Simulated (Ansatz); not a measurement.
Aluminium trichloride (monomer) (`[Cl][Al]([Cl])[Cl]`). Total charge 0; spin multiplicity 1.

```xyz
4

Cl   -1.262    1.636    0.092
Al    0.000    0.000    0.000
Cl    0.140   -1.291    1.611
Cl    1.122   -0.346   -1.703
```

(1) Give the diagnostics of a CCSD(T)/def2-TZVPP run (frozen core, the Gaussian-basis code of Ansatz). (Best estimate.)

Answers

(1) The calculation gave: T1 = 0.0080, largest single amplitude 0.020, largest double 0.017, (T) share of the correlation energy 4.1 %, 8 CCSD cycles. The RHF solution is stable towards an unrestricted one. T1 lies under the customary mark of 0.02 for closed shells.
